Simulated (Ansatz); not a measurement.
Zinc-blende GaN (metastable phase): LDA at its full settings (plane-wave cutoff 520 eV, 14×14×14 k mesh, Fermi–Dirac smearing 0.01 eV, scalar-relativistic PAW data made under PBE) and at cheaper ones, in a cell of 2 atoms with Γ-centred meshes.

| level and setting | equilibrium lattice constant a (Å) | bulk modulus (GPa) | band gap (eV) |
|---|---|---|---|
| LDA (Ansatz) | 4.455 | 202 | 1.96 |
| LDA (2×2×2 k mesh) (Ansatz) | (withheld) | (withheld) | (withheld) |
| LDA (4×4×4 k mesh) (Ansatz) | 4.455 | 204 | 1.94 |

Q: What belongs in the gaps?

A: 
- LDA (2×2×2 k mesh) (Ansatz, an electronic-structure program), equilibrium lattice constant a (Å): 4.481
- LDA (2×2×2 k mesh) (Ansatz), bulk modulus (GPa): 197
- LDA (2×2×2 k mesh) (Ansatz), band gap (eV): 1.54

Largest shifts from the full settings: lattice constant a +0.58 % (LDA (2×2×2 k mesh)), against a difference of -1.00 % of the full result from the reference 4.5 Å (measured, 300 K, no zero-point or thermal correction; as tabulated in Vurgaftman et al. (2001), doi:10.1063/1.1368156); bulk modulus -2.5 % (LDA (2×2×2 k mesh)); band gap -0.42 eV (LDA (2×2×2 k mesh)), against a difference of -1.52 eV of the full result from the reference 3.48 eV (measured, zero-point renormalisation of 0.176 eV (computed, row gaps:miglio2020:GaN_zb:gap_zpr:AHC@PBE, arXiv:2011.12765) added back; as tabulated in Vurgaftman et al. (2001), doi:10.1063/1.1368156).

Each row is at its own relaxed cell, so a gap follows the cell too.

Band edges were searched off the SCF mesh.

Levels without +SOC have no spin–orbit coupling; where heavier elements are present it shifts gaps, mostly down, and can invert bands. Density-functional gaps are differences of (generalised) Kohn–Sham levels.

Ansatz's density-functional and Hartree–Fock values are scalar-relativistic unless marked +SOC, with PAW data made under PBE.

Run with cheap settings on purpose, which may leave them unconverged: LDA (2×2×2 k mesh), LDA (4×4×4 k mesh).
